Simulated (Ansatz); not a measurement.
A made-up structure of LiSiH$_{2}$S, doublet:

| atom | x (Å) | y (Å) | z (Å) |
| --- | --- | --- | --- |
| Li1 | -0.9090 | -0.0065 | -1.1877 |
| Si2 | -0.4176 | -0.6831 | 1.1183 |
| S3 | 1.0757 | 0.5179 | -0.1709 |
| H4 | -0.6639 | -1.5332 | -0.1950 |
| H5 | -1.7739 | 0.6077 | -2.3721 |

It is relaxed with PBE-D4/def2-SVP and then PBE0-D4/def2-TZVP (Ansatz 0.2.0). Atoms count as bonded within 1.22 times the sum of their covalent radii (H–H: 0.88 Å). The end point is not checked to be a true minimum.

(1) Does its bonding change? (A judgement: the text doesn't fix the answer.)

Results:

(1) Computed: Yes. Formed: S3–H5; broken: Li1–H5.

Where it ends: The first stage lowers the energy by 1.22 eV in 9 steps. It ends as LiSiH₂S ([H]1[Li]2[SH][Si]12):
Li1  (-1.236, -1.217, -1.429)
Si2  (-0.692, -0.348, 0.799)
S3  (0.193, 0.549, -1.136)
H4  (-0.408, -1.751, 0.122)
H5  (-0.545, 1.670, -1.163)
(Å)

Labels in which every atom is bracketed show which atoms are joined, not bond orders.

For scale, one of the runs: PBE0-D4/def2-TZVP relaxation, 100 basis functions, launched by `ansatz run in.yaml --threads 2 --pin off --events-out ev --progress --plain --max-ram 4352MiB`. Hardware: 2 CPU threads of an Arm Neoverse V2, shared host. Wall time about 60 s.
